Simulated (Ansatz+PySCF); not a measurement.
Values are calculated unless marked as measured or tabulated.
This PySCF input gave a total energy of -174.47929 hartree.

```python
from pyscf import gto, scf

mol = gto.M(atom="""
O 0.000000 0.000000 -0.594140
O 0.000000 0.000000 0.594140
B 30.000000 0.000000 -0.751410
H 30.000000 0.000000 3.757070
""", basis='6-31g', charge=0, spin=2)
mf = scf.ROHF(mol)
mf.init_guess = 'huckel'
mf.kernel()
while True:  # follow internal instabilities
    mo, _, stable, _ = mf.stability(return_status=True)
    if stable: break
    mf.kernel(mf.make_rdm1(mo, mf.mo_occ))
print(mf.converged, mf.e_tot, mf.spin_square()[0])
```

(1) Write an input for Ansatz with the same method and basis set.

Results:

(1)

```yaml
crystal:
  periodic: [false, false, false]
  atoms:
    - { symbol: O, position_ang: [0.0, 0.0, -0.59414] }
    - { symbol: O, position_ang: [0.0, 0.0, 0.59414] }
    - { symbol: B, position_ang: [30.0, 0.0, -0.75141] }
    - { symbol: H, position_ang: [30.0, 0.0, 3.75707] }
basis:
  gaussian: { orbitals: "6-31G" }
magnetization:
  initial_magnetization: 2
hamiltonian:
  xc: hf
```

Ansatz (development build ahead of 0.2.0) gave -174.47929 hartree, 0.03 meV from the first. Caution: this determinant is likely not that of the ground state; an unrestricted determinant lies well below.
